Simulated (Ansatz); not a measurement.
Cuprite Ag2O, treated with RPBE (PAW; Ansatz, a program for electronic structure).

Settings: plane-wave cutoff 520 eV, 8×8×8 k mesh, Fermi–Dirac smearing 0.01 eV, no spin polarisation, scalar-relativistic PAW data made under PBE.

Results at a series of volumes:

```csv
V (Å³/atom),E − E_lowest (meV/atom),P (GPa)
18.414,14.19,4.13
18.806,6.04,2.58
19.198,1.45,1.21
19.589,0.00,0.00
19.981,1.32,-1.06
20.373,5.08,-2.00
20.765,10.99,-2.82
```

Q: Fit the third-order Birch–Murnaghan equation and give B0 and B′.

A: V0 = 19.590 Å³/atom, B0 = 56.5 GPa, B′ = 5.3 (fit to the energies at full precision).

Measured, for comparison: equilibrium volume per atom 17.81 Å³/atom (15 K, zero-point motion not removed; as tabulated in Gupta et al. (2014), arXiv:1311.4701). Computed (rounded) less measured: equilibrium volume per atom +10.0 %.

Note: the cell is over a tenth larger than the published one: the level's own overestimate first of all, though another phase or state, or a fault of the published cell, is possible; the gap of the solid is closed in this run; this level leaves the solid without a gap, although one is measured.

The computed numbers hold no vibrational or temperature effects.
